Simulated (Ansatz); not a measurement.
Two structures of CH$_{5}$Al, closed shell, reached by relaxing down either side of one saddle point (PBE0-D4/def2-TZVP). Energies are electronic, without zero-point energy. Program: Ansatz 0.2.0. Basis: def2-TZVPP and def2-QZVPP. Cores are frozen in the correlated methods. Extrapolation: Hartree–Fock as exp(−7.88 √X), correlation as X^−2.97. First:

```xyz
7
angstrom
Al -2.3161 -0.1381 -0.6986
H 0.4218 -0.4326 -0.2997
H -1.4855 -1.2954 -1.5645
C 0.7545 0.2881 0.4524
H 1.8275 0.1588 0.5958
H 0.2414 0.1134 1.3983
H 0.5564 1.3061 0.1163
```

Second:

```tsv
atom	x (Å)	y (Å)	z (Å)
Al1	-1.6705	0.2496	0.4941
H2	0.0567	-1.3331	-1.8247
H3	-0.6494	-1.5083	-1.9966
C4	0.2694	0.5921	0.7830
H5	0.8331	-0.3327	0.9618
H6	0.4257	1.2380	1.6573
H7	0.7349	1.0945	-0.0749
```

(1) Which bonds change from the first to the second?

(2) Give the saddle point's structure and its height above each. (An estimate is asked for; the value comes from the calculation.)

The search had been set up for a 1,1-elimination (forming H2–H3, breaking Al1–H2, Al1–H3); from that guess it ended on this step instead.

T1 diagnostic: at most 0.013. The restricted Hartree–Fock reference is unstable towards an unrestricted one at one or more of these structures.

Answers

(1) AlH + CH₄ → CH₃Al ([CH3][Al]) + H₂; bonds formed: Al1–C4, H2–H3; bonds broken: Al1–H3, H2–C4.

(2) By the calculation: 128.2 kJ/mol above the first and 109.0 kJ/mol above the second (CCSD(T) at an estimated basis limit (MP2 extrapolated from triple and quadruple zeta, plus CCSD(T) − MP2 in triple zeta)).
```tsv
atom	x (Å)	y (Å)	z (Å)
Al1	-1.6897	0.0550	-0.3634
H2	-0.0875	-0.6502	-0.6226
H3	-0.7010	-1.1751	-1.2625
C4	0.3978	0.3195	0.3949
H5	1.3712	-0.1459	0.2021
H6	0.1986	0.2089	1.4652
H7	0.5106	1.3879	0.1863
```

Labels in which every atom is bracketed show which atoms are joined, not bond orders.

For scale, one of the runs: CCSD(T)/def2-TZVPP, 143 basis functions, launched by `ansatz run in.yaml --threads 2 --pin off --events-out ev --progress --plain --max-ram 4352MiB`. Time: 6.5 s of wall clock on 2 CPU threads of an Arm Neoverse V1; the host was shared. Peak host memory: 0.78 GiB.
